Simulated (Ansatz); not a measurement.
Compare A (`CC(C)(C)CO`) with its isomer B (`CCCOCC`).

Computed with Ansatz on PBE0-D4/def2-TZVP structures; ΔE is electronic, products minus reactants. CBS: MP2 limit from def2 TZ/QZ plus the TZ coupled-cluster correction, frozen cores. Functionals use def2-TZVPP. B3LYP here is the variant with VWN-RPA as its local correlation; programs differ in this. One conformer a species, not always the lowest.

**Question.** Which is lower in electronic energy at CCSD(T)/CBS, and by how much? (Estimate.)

**Answer.** Computed: A, by 48.3 kJ/mol.

**Question.** Give E(B) − E(A) in kJ/mol with MP2/def2-TZVPP, r2SCAN-D4, PBE0-D4, CCSD/def2-TZVPP, HF/def2-TZVPP, B3LYP, B3LYP-D4. (An estimate is asked.)

**Answer.** The calculation gave: MP2/def2-TZVPP 55.8, r2SCAN-D4 41.3, PBE0-D4 41.1, CCSD/def2-TZVPP 44.6, HF/def2-TZVPP 20.7, B3LYP 24.7, B3LYP-D4 35.0. None reverses the order clearly.

Largest T1 diagnostic: 0.010.

In def2-TZVPP, CCSD(T) changes the Hartree–Fock value by +27.1 kJ/mol (the triples alone add +3.1 kJ/mol) and MP2 by +35.1 kJ/mol. From PBE to PBE0 (25 % exact exchange), in def2-TZVPP and without D4, E(B) − E(A) moves by +3.2 kJ/mol.
